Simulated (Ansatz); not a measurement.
Input for Ansatz (development build ahead of 0.2.0):

```yaml
crystal:
  periodic: [false, false, false]
  atoms:
    - { symbol: Mg, position_ang: [0.0, 0.0, 0.0] }
    - { symbol: "N", position_ang: [0.0, 0.0, 4.41] }
    - { symbol: C, position_ang: [0.0, 2.0671, -0.5539] }
basis:
  gaussian: { orbitals: pcseg-2 }
total_charge: -1
magnetization:
  initial_magnetization: 2
hamiltonian:
  xc: { name: wB97X }
```

The input is written out in the form of the current development build from the run's settings.

The run gave:

```json
{
  "Converged": "yes",
  "Total energy": "-292.47588 hartree",
  "Spin squared of the determinant": "2.000",
  "Stability test": "minimum among restricted orbitals"
}
```

Caution: stretched shape with no unrestricted run beside it, a lower state can exist; no diffuse functions for an anion; charge can spread falsely over distant fragments; other spin multiplicities may lie lower.
